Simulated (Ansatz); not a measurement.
## HNB, quartet in cc-pVDZ: errors against UCCSDT(Q)

Geometry: a point of a breathe scan, not a stationary point.

```xyz
3

B     0.0000    0.0898    0.9726
N     0.0000   -0.1324   -0.6620
H     0.0000    0.8772   -1.2326
```

Basis cc-pVDZ; Ansatz 0.2.0. Only valence electrons are correlated (noble-gas cores frozen), which leaves 9 electrons in 31 orbitals. R marks a restricted (for open shells ROHF) determinant, U an unrestricted one. Active spaces: valence = (9e, 9o) chosen from the atoms' valence shells; pair = (5e, 5o) about the gap.

Full CI isn't at hand for all of this; UCCSDT(Q) serves as the reference, and is uncertain by about the last step of the cluster series. The frozen core follows each run's orbitals, which can shift R against U totals by a few meV.

For open shells CISD is restricted-active-space CI with the open shells as a complete middle space.

The UHF ⟨S²⟩ is 3.765 and the T1 diagnostic (RCCSD) is 0.0373. The largest doubles amplitude (RCCSD) is 0.038. The T1 diagnostic (UCCSD) is 0.0310.

From what is known of these methods and the diagnostics, rank them by the size of their error in total energy against UCCSDT(Q) in cc-pVDZ, smallest first (an estimate: the text doesn't fix the numbers).
A. RCCSDT(Q)
B. UMP2
C. RCCSDT
D. MRCISD (pair space)
E. MRCISD+Q (valence space)

A (0.07 kcal/mol), C (0.41 kcal/mol), E (1.02 kcal/mol), D (10.64 kcal/mol), B (22.26 kcal/mol).

All errors are against UCCSDT(Q) in cc-pVDZ. Within each family the higher level lies nearer, as is usual though not guaranteed.

Natural occupations of CASSCF (valence space) about the gap: 1.989 1.962 1.961 1.004 1.000 0.990 0.039 0.033 0.022; effectively unpaired electrons, Σ n²(2−n)², 3.02.
